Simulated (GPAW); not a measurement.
# CH4Al2 (SMILES [CH2]1[AlH][AlH]1): levels of theory compared

We compute a comparison of 3 runs (PBE/real-space grid, vdW-DF/real-space grid, PBE/dzp) of CH4Al2. Input form: an ASE script.

The results are computed with GPAW 26.7.0.

3 further runs of the same task are left out: 3 set aside as unsound or not needed.

## Step 1: The structure to begin with

CH4Al2 has 7 atoms, charge 0, and is taken as a singlet. As SMILES, `[CH2]1[AlH][AlH]1`. Geometry: a GFN2-xTB relaxation, a rough one for these elements and not checked as a minimum.

Bond lengths: C1–Al2 2.066 Å, C1–Al3 2.064 Å, Al2–Al3 2.481 Å, C1–H4 1.107 Å, C1–H5 1.107 Å, Al2–H6 1.625 Å, Al3–H7 1.625 Å. Some angles: C1–Al2–Al3 53.1°, Al2–C1–Al3 73.8°, C1–Al3–Al2 53.1°, C1–Al2–H6 148.9°, Al3–Al2–H6 158.1°, Al2–C1–H4 119.6°, Al2–C1–H5 119.8°, Al3–C1–H4 119.6°, Al3–C1–H5 119.7°, C1–Al3–H7 148.9°.

## Step 2: Energy and one-electron properties at PBE/real-space grid (scalar-relativistic datasets) (run 1)

The input, ch4al2.xyz:

```xyz
7

C     -0.666880     0.040400    -0.634040
Al    -0.040630     0.853540     1.158530
Al     1.098710    -0.915640    -0.154930
H     -1.610180    -0.538360    -0.672060
H     -0.718300     0.676980    -1.538810
H     -0.290790     1.904730     2.371910
H      2.228060    -2.021640    -0.530590
```

The input, ch4al2_sp.py:

```python
import numpy as np
from ase.io import read
from ase.units import Debye
from gpaw import GPAW

atoms = read('ch4al2.xyz')
atoms.center(vacuum=4.5)

gpaw_calc = GPAW(mode='fd', h=0.18, xc='PBE', maxiter=150, txt='-')
atoms.calc = gpaw_calc

energy = atoms.get_potential_energy()
print(f'Energy: {energy:.5f} eV')
forces = atoms.get_forces()
print('Forces (eV/Ang)')
for symbol, f in zip(atoms.symbols, forces):
    print(f'{symbol:2} {f[0]:9.4f} {f[1]:9.4f} {f[2]:9.4f}')
dipole = atoms.get_dipole_moment() / Debye
print(f'Dipole                  {np.linalg.norm(dipole):.3f} D')
homo, lumo = gpaw_calc.get_homo_lumo()
print(f'HOMO: {homo:.3f} eV')
print(f'LUMO: {lumo:.3f} eV')
print(f'Gap: {lumo - homo:.3f} eV')
```

The run is started by

```
$ OMP_NUM_THREADS=1 python ch4al2_sp.py
```

Standard output:

```text
[...]
Number of symmetries: 1
[...]
  Number of IBZ points: 1
[...]
Spin-components: 1 (collinear spins)
Bands:           13
[...]
  Valence electrons: 14.0
[...]
  Grid points: [72 72 72]
  Charge: 0.0  # |e|
[...]
    cutoffs:
[...]
occupation numbers:
  # Zero width
[...]
xc functional:
  name: PBE with 2 nearest neighbor stencil
[...]
|iter     |     time |      energy | eigst |  dens |
[...]
|iter:   1| 00:00:04 |  -30.826254 | +1.08 |       |
[...]
|iter:  15| 00:00:27 |  -26.248884c| -7.52c| -5.80c|
Converged in 15 steps
[...]
Energy contributions relative to reference atoms: (reference = -14284.435294)
Energy contributions:
  Kinetic:          23.182816
  Coulomb:         -24.041068
  Zero:              0.053710
  External:          0.000000
  Xc:              -25.444342
  Entropy:           0.000000
  Spinorbit:         0.000000
  ----------------------------
  Free energy:     -26.248884
  Extrapolated:    -26.248884
dipole moment: (-0.140106, 0.009042, -0.133658)  # |e|*Ang
Fermi level: -3.812
Eigenvalues  # (at kpt = [0.000, 0.000, 0.000])
| band index |      eig [eV] | occ [0-2] |
|------------|---------------|-----------|
|          0 |       -15.881 |     2.000 |
|          1 |       -10.286 |     2.000 |
|          2 |        -9.311 |     2.000 |
|          3 |        -8.940 |     2.000 |
|          4 |        -7.960 |     2.000 |
|          5 |        -5.829 |     2.000 |
|          6 |        -4.417 |     2.000 |
|          7 |        -3.207 |     0.000 |
|          8 |        -1.494 |     0.000 |
|          9 |        -1.383 |     0.000 |
|         10 |        -0.910 |     0.000 |
|         11 |         0.025 |     0.000 |
[...]
Gap: 1.209 eV
Transition (v -> c):
[...]
Forces (eV/Ang)
C     0.3566   -0.0248    0.3524
Al    0.3108   -0.4565   -0.3366
Al   -0.2787    0.4494    0.3583
H     0.0504   -0.0927    0.1651
H     0.1697    0.0712    0.0515
H    -0.2905   -0.0059   -0.3080
H    -0.3167    0.0435   -0.2751
Dipole                  0.931 D
HOMO: -4.417 eV
LUMO: -3.207 eV
Gap: 1.209 eV
```

It took 28 s on 1 thread of Arm Neoverse V1, shared host; peak memory 0.84 GiB.

## Step 3: Energy and one-electron properties at vdW-DF/real-space grid (scalar-relativistic datasets) (run 2)

The input, molecule_sp.py:

```python
from ase import Atoms
from gpaw import GPAW

mol = Atoms('CAlAlHHHH',
    positions=[[ -0.666880,   0.040400,  -0.634040],
               [ -0.040630,   0.853540,   1.158530],
               [  1.098710,  -0.915640,  -0.154930],
               [ -1.610180,  -0.538360,  -0.672060],
               [ -0.718300,   0.676980,  -1.538810],
               [ -0.290790,   1.904730,   2.371910],
               [  2.228060,  -2.021640,  -0.530590]])
mol.center(vacuum=5.0)

dft = GPAW(mode='fd',
           xc={'name': 'vdW-DF', 'backend': 'libvdwxc'},
           h=0.2,
           maxiter=150,
           txt='molecule.txt')
mol.calc = dft

energy = mol.get_potential_energy()
print(f'Energy: {energy:.5f} eV')
homo, lumo = dft.get_homo_lumo()
print(f'HOMO                    {homo:.3f} eV')
print(f'LUMO                    {lumo:.3f} eV')
print(f'Gap                     {lumo - homo:.3f} eV')
dft.write('molecule.gpw')
```

The run is started by

```
$ python3 -u molecule_sp.py | tee molecule_sp.out
```

Standard output:

```text
Energy: -57.96023 eV
HOMO                    -4.592 eV
LUMO                    -3.298 eV
Gap                     1.294 eV
```

molecule.txt:

```text
__  _  _
 | _ |_)|_||  |
 |__||  | ||/\| - 26.7.0

units:  Angstrom and eV
cores:  1
OpenMP: False

Versions:
  Python: 3.12.14
  ASE:    3.29.0
  Numpy:  2.5.5
  Scipy:  1.18.1
  Libxc:  7.0.0

        _gpaw.cpython-312-aarch64-linux-gnu.so

Input parameters:
  mode=FD(),
  h=0.2,
  maxiter=150,
  xc=XC(name='vdW-DF', backend='libvdwxc')

[... 62 lines left out ...]
|   |                                coordinates |     weight |
[... 101 lines left out ...]
Reference energy: -14291.062328  # eV
[... 3 lines left out ...]
  Converge bands: occupied
[... 12 lines left out ...]
  Fourier metric: weight=20.0, sigma=0.015
[... 19 lines left out ...]
convergence criteria:
- Maximum [total energy] change in last 3 cyles: 0.0005 eV / valence electron
[... 13 lines left out ...]
Converged in 14 steps
[... 12 lines left out ...]
  Free energy:     -57.960233
[... 2 lines left out ...]
dipole moment: (-0.119929, 0.007795, -0.114610)  # |e|*Ang

Fermi level: -3.945
Eigenvalues  # (at kpt = [0.000, 0.000, 0.000])
| band index |      eig [eV] | occ [0-2] |
|------------|---------------|-----------|
|          0 |       -15.976 |     2.000 |
|          1 |       -10.356 |     2.000 |
|          2 |        -9.467 |     2.000 |
[... 9 lines of this table left out ...]
|         12 |        -0.087 |     0.000 |

Gap: 1.294 eV
Transition (v -> c):
  (s=0, k=0, n=6, [0.00, 0.00, 0.00]) -> (s=0, k=0, n=7, [0.00, 0.00, 0.00])
No difference between direct/indirect transitions
vacuum-level: 0.000  # V
# Writing to molecule.gpw (mode='')

timing:  # [seconds]
  Total: 63.894  # ━━━━━━━━━━━━━━━━━━━━━━━━━━━━━━━━━━━━━━━━━━━━━━━━━━━━━━━━━━
  Init:   5.210  # ━━━━╸
  SCF:   58.658  # ━━━━━━━━━━━━━━━━━━━━━━━━━━━━━━━━━━━━━━━━━━━━━━━━━━━━━

Max RSS: 1242.879  # MiB
```

Wall time 65 s (1 thread of Arm Neoverse V1, shared host); peak memory 1.2 GiB.

## Step 4: The charge distribution at PBE/dzp (scalar-relativistic datasets) (run 3)

The input, molecule.xyz:

```xyz
7

C     -0.666880     0.040400    -0.634040
Al    -0.040630     0.853540     1.158530
Al     1.098710    -0.915640    -0.154930
H     -1.610180    -0.538360    -0.672060
H     -0.718300     0.676980    -1.538810
H     -0.290790     1.904730     2.371910
H      2.228060    -2.021640    -0.530590
```

The input, calc.py:

```python
import numpy as np
from ase.io import read
from ase.units import Debye
from gpaw import GPAW

system = read('molecule.xyz')
system.center(vacuum=4.5)

calculator = GPAW(mode='lcao', h=0.18, maxiter=150, basis='dzp', xc='PBE', txt='-')
system.calc = calculator

energy = system.get_potential_energy()
print(f'Energy                  {energy:.5f} eV')
forces = system.get_forces()
print('Forces (eV/Ang)')
for symbol, f in zip(system.symbols, forces):
    print(f'{symbol:2} {f[0]:9.4f} {f[1]:9.4f} {f[2]:9.4f}')
dipole = system.get_dipole_moment() / Debye
print(f'Dipole = {np.linalg.norm(dipole):.3f} D')
homo, lumo = calculator.get_homo_lumo()
print(f'HOMO                    {homo:.3f} eV')
print(f'LUMO = {lumo:.3f} eV')
print(f'Gap: {lumo - homo:.3f} eV')
```

The run is started by

```
$ python3 calc.py
```

Standard output:

```text
[...]
Number of symmetries: 1
[...]
  Number of IBZ points: 1
[...]
basis functions: 59
Spin-components: 1 (collinear spins)
Bands:           13
[...]
  Valence electrons: 14.0
[...]
  Grid points: [72 72 72]
  Charge: 0.0  # |e|
[...]
    cutoffs:
[...]
occupation numbers:
  # Zero width
[...]
xc functional:
  name: PBE with 2 nearest neighbor stencil
[...]
|iter     |     time |      energy | eigst |  dens |
[...]
|iter:   1| 00:00:05 |  -28.760130 |      c|       |
[...]
|iter:   9| 00:00:13 |  -25.429930c|      c| -4.17c|
Converged in 9 steps
[...]
Energy contributions relative to reference atoms: (reference = -14284.435294)
Energy contributions:
  Kinetic:          19.628666
  Coulomb:         -19.904845
  Zero:              0.035792
  External:          0.000000
  Xc:              -25.189544
  Entropy:           0.000000
  Spinorbit:         0.000000
  ----------------------------
  Free energy:     -25.429930
  Extrapolated:    -25.429930
dipole moment: (-0.129795, 0.008258, -0.123683)  # |e|*Ang
Fermi level: -3.666
Eigenvalues  # (at kpt = [0.000, 0.000, 0.000])
| band index |      eig [eV] | occ [0-2] |
|------------|---------------|-----------|
|          0 |       -15.823 |     2.000 |
|          1 |       -10.218 |     2.000 |
|          2 |        -9.223 |     2.000 |
|          3 |        -8.874 |     2.000 |
|          4 |        -7.884 |     2.000 |
|          5 |        -5.721 |     2.000 |
|          6 |        -4.240 |     2.000 |
|          7 |        -3.091 |     0.000 |
|          8 |        -1.334 |     0.000 |
|          9 |        -0.830 |     0.000 |
|         10 |        -0.583 |     0.000 |
|         11 |         0.515 |     0.000 |
[...]
Gap: 1.150 eV
Transition (v -> c):
[...]
Forces (eV/Ang)
C     0.6996   -0.0453    0.6846
Al    0.3376   -0.4265   -0.2676
Al   -0.2160    0.4164    0.3780
H    -0.3779   -0.3628    0.1520
H     0.1569    0.3636   -0.3507
H    -0.2925    0.0048   -0.2954
H    -0.3046    0.0318   -0.2795
Dipole = 0.862 D
HOMO                    -4.240 eV
LUMO = -3.091 eV
Gap: 1.150 eV
```

It took 14 s on 1 thread of Arm Neoverse V1, shared host; peak memory 0.89 GiB.

## Step 5: The series

```
run                                                  level  grid spacing  vacuum round the molecule  energy (Eh)  dipole moment (D)  HOMO energy (eV)  LUMO energy (eV)  wall time
  1     PBE/real-space grid (scalar-relativistic datasets)          0.18                        4.5  -525.907943               0.93             -4.42             -3.21       28 s
  2  vdW-DF/real-space grid (scalar-relativistic datasets)           0.2                          5  -527.316853               0.80             -4.59             -3.30       65 s
  3                 PBE/dzp (scalar-relativistic datasets)          0.18                        4.5  -525.877847               0.86             -4.24             -3.09       14 s
```

## Step 6: Outcome

```
                                                     quantity        value
run 3: energy as printed (from the program's reference atoms)  -25.4299 eV
                                         run 3: dipole moment       0.86 D
                                           run 3: HOMO energy     -4.24 eV
                                           run 3: LUMO energy     -3.09 eV
                                         run 3: HOMO–LUMO gap      1.15 eV
                              run 3: largest force on an atom   0.980 eV/Å
```

What this shows: The dipole moment (its size) runs from 0.80 D (vdW-DF/real-space grid) to 0.93 D (PBE/real-space grid). The HOMO–LUMO gap runs from 1.15 eV (PBE/dzp) to 1.29 eV (vdW-DF/real-space grid). The two ends differ in method and basis. Totals of different functionals can't be ranked against each other. All runs together took 1.8 min, the longest 65 s.
